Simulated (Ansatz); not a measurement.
## Breaking a bond in [NH2]− (SMILES [NH2-])

The species is [NH2]− (3 atoms), meant as a singlet with charge -1. As SMILES, `[NH2-]`. The shape is that of a PBE0-D4/def2-TZVPD optimisation.

```xyz
3

N     0.3422   -0.2030    0.1687
H     0.1255    0.8012    0.1560
H    -0.4677   -0.5982   -0.3247
```

The N1–H2 distance is scanned; the parts on either side stay rigid. Basis 6-31G(d), 1 core orbital frozen in the correlated methods; program Ansatz 0.2.0. FCI is exact within this basis and core. Energies in eV from each method's value at 1.027 Å; methods without a U are spin-restricted. The set has no diffuse functions, which an anion needs. The shape above is that at 1.027 Å.

Question: At 2.57 Å, estimate the order of these methods by their error in the energy rise against FCI, smallest first.
A. CCSDT
B. MP2
C. CCSD(T)
D. CCSD

Answer: A (0.00 eV), C (0.26 eV), D (0.35 eV), B (1.22 eV).

```tsv
distance (Å)	MP2	CCSD	CCSD(T)	CCSDT	FCI
1.027	0.00	0.00	0.00	0.00	0.00
1.284	0.66	0.57	0.55	0.54	0.54
1.541	1.77	1.54	1.47	1.46	1.46
2.055	3.61	3.03	2.80	2.82	2.82
2.568	4.78	3.91	3.29	3.56	3.56
```
